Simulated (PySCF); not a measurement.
Atomic charges against the basis set

Species: lithium hydride, LiH.
Hydrogens: H2 on Li1.

PBE0 throughout (PySCF), one geometry, spherical d and f functions. Isolated species at its PBE0-D3(BJ)/def2-SVP geometry, gas phase.

Mulliken charges (e):

```json
{"basis": "STO-3G", "functions": "6", "Li1": "-0.020", "H2": "+0.020"}
{"basis": "6-31G", "functions": "11", "Li1": "+0.208", "H2": "-0.208"}
{"basis": "pcSseg-0", "functions": "11", "Li1": "+0.352", "H2": "-0.352"}
{"basis": "def2-SVP", "functions": "14", "Li1": "+0.326", "H2": "-0.326"}
{"basis": "6-31G*", "functions": "16", "Li1": "+0.122", "H2": "-0.122"}
{"basis": "pcSseg-1", "functions": "17", "Li1": "+0.355", "H2": "-0.355"}
{"basis": "cc-pVDZ", "functions": "19", "Li1": "+0.043", "H2": "-0.043"}
{"basis": "def2-TZVP", "functions": "20", "Li1": "+0.355", "H2": "-0.355"}
{"basis": "aug-cc-pVDZ", "functions": "32", "Li1": "+0.116", "H2": "-0.116"}
{"basis": "6-311+G(2d,p)", "functions": "33", "Li1": "+0.239", "H2": "-0.239"}
{"basis": "cc-pVTZ", "functions": "44", "Li1": "+0.106", "H2": "-0.106"}
{"basis": "pcSseg-3", "functions": "73", "Li1": "+0.400", "H2": "-0.400"}
```

IAO charges (e):

| basis | functions | Li1 | H2 |
| --- | --- | --- | --- |
| STO-3G | 6 | +0.563 | -0.563 |
| 6-31G | 11 | +0.547 | -0.547 |
| pcSseg-0 | 11 | +0.579 | -0.579 |
| def2-SVP | 14 | +0.567 | -0.567 |
| 6-31G* | 16 | +0.549 | -0.549 |
| pcSseg-1 | 17 | +0.569 | -0.569 |
| cc-pVDZ | 19 | +0.559 | -0.559 |
| def2-TZVP | 20 | +0.563 | -0.563 |
| aug-cc-pVDZ | 32 | +0.562 | -0.562 |
| 6-311+G(2d,p) | 33 | +0.569 | -0.569 |
| cc-pVTZ | 44 | +0.570 | -0.570 |
| pcSseg-3 | 73 | +0.572 | -0.572 |

Hirshfeld charges (e):

```
        basis  functions     Li1      H2
       STO-3G          6  +0.238  -0.238
        6-31G         11  +0.402  -0.402
     pcSseg-0         11  +0.434  -0.434
     def2-SVP         14  +0.436  -0.436
       6-31G*         16  +0.405  -0.405
     pcSseg-1         17  +0.429  -0.429
      cc-pVDZ         19  +0.422  -0.422
    def2-TZVP         20  +0.431  -0.431
  aug-cc-pVDZ         32  +0.430  -0.430
6-311+G(2d,p)         33  +0.433  -0.433
      cc-pVTZ         44  +0.432  -0.432
     pcSseg-3         73  +0.434  -0.434
```

ESP-fitted charges (e):

| basis | functions | Li1 | H2 |
| --- | --- | --- | --- |
| STO-3G | 6 | +0.568 | -0.568 |
| 6-31G | 11 | +0.695 | -0.695 |
| pcSseg-0 | 11 | +0.722 | -0.722 |
| def2-SVP | 14 | +0.691 | -0.691 |
| 6-31G* | 16 | +0.692 | -0.692 |
| pcSseg-1 | 17 | +0.693 | -0.693 |
| cc-pVDZ | 19 | +0.693 | -0.693 |
| def2-TZVP | 20 | +0.705 | -0.705 |
| aug-cc-pVDZ | 32 | +0.698 | -0.698 |
| 6-311+G(2d,p) | 33 | +0.698 | -0.698 |
| cc-pVTZ | 44 | +0.695 | -0.695 |
| pcSseg-3 | 73 | +0.696 | -0.696 |

Problem. Which scheme is steadiest as the basis changes?

Solution. Largest range over the bases for any column: IAO 0.03 e, ESP-fitted 0.15 e, Hirshfeld 0.20 e, Mulliken 0.42 e. IAO charges move least and Mulliken charges most, counted in e. Without the minimal STO-3G basis the ranges are IAO 0.03, ESP-fitted 0.03, Hirshfeld 0.03, Mulliken 0.36 e.

Problem. How much do the charges still move between the two largest bases, cc-pVTZ and pcSseg-3?

Solution. At most, over all atoms: Mulliken 0.294 e, IAO 0.002 e, Hirshfeld 0.002 e, ESP-fitted 0.002 e.

Problem. What do the same runs give for the total energy, the frontier levels and the dipole moment?

Solution. 
```csv
basis,energy (Eh),HOMO (eV),LUMO (eV),μ (D)
STO-3G,-7.9277,-4.99,0.08,4.76
6-31G,-8.0449,-5.50,-0.98,5.65
pcSseg-0,-8.0326,-5.40,-0.93,5.88
def2-SVP,-8.0438,-5.35,-0.88,5.63
6-31G*,-8.0460,-5.47,-0.99,5.64
pcSseg-1,-8.0472,-5.45,-1.01,5.70
cc-pVDZ,-8.0482,-5.45,-1.09,5.72
def2-TZVP,-8.0506,-5.47,-1.02,5.78
aug-cc-pVDZ,-8.0487,-5.46,-1.15,5.76
"6-311+G(2d,p)",-8.0506,-5.44,-1.11,5.75
cc-pVTZ,-8.0515,-5.43,-1.09,5.74
pcSseg-3,-8.0524,-5.44,-1.11,5.75
```

The dipole is fixed by the density alone, so its range of 1.12 D shows that the density itself changes with the basis, not only its division among atoms.
